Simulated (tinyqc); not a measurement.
Inside a calculation. Method: Pariser-Parr-Pople SCF with singles CI, for the molecule C=Cc1c[cH+]1 (SMILES; centres numbered as the heavy atoms are written). One step of it, computed by the program tinyqc.

Question. Singles CI, triplets. Over the 6 single excitations with the smallest orbital gaps: A = (e_a - e_i) delta - (ij|ab), with (pq|rs) = sum c_mp c_mq gamma_mn c_nr c_ns.

orbital energies (eV): -18.632861  -14.641037  -7.150025  -6.460535  -4.066860

coefficients:
```
         MO1        MO2        MO3        MO4        MO5
1C  0.123488   0.606919  -0.598021   0.002448  -0.508690
2C  0.269872   0.670396   0.165262   0.006232   0.671110
3C  0.602739   0.088615   0.627150  -0.006846  -0.485272
4C  0.522667  -0.291919  -0.336572  -0.706488   0.170871
5C  0.524828  -0.298581  -0.329334   0.707660   0.161743
```

repulsion gamma_rs (eV), lower triangle:
```
           1C         2C         3C         4C         5C
1C  11.130000
2C   5.345567  11.130000
3C   3.872321   5.345050  11.130000
4C   2.813445   3.601728   5.346441  11.130000
5C   3.099524   3.601076   5.345567   5.345620  11.130000
```

Give: triplet CI matrix; triplet excitation energies.

Answer.

triplet CI matrix (eV), lower triangle:
```
         2>3      2>4      2>5     1>3     1>4     1>5
2>3   1.9267
2>4   0.0336   3.9942
2>5  -1.0528  -0.0281   3.9355
1>3  -0.2042   0.0068  -0.6020  5.6470
1>4   0.0068   1.3889  -0.0143  0.0042  5.4034
1>5  -0.6020  -0.0143  -0.9670  1.3845  0.0000  9.3481
```

triplet excitation energies (eV): 1.3465  3.1409  4.2285  5.2470  6.2570  10.0352
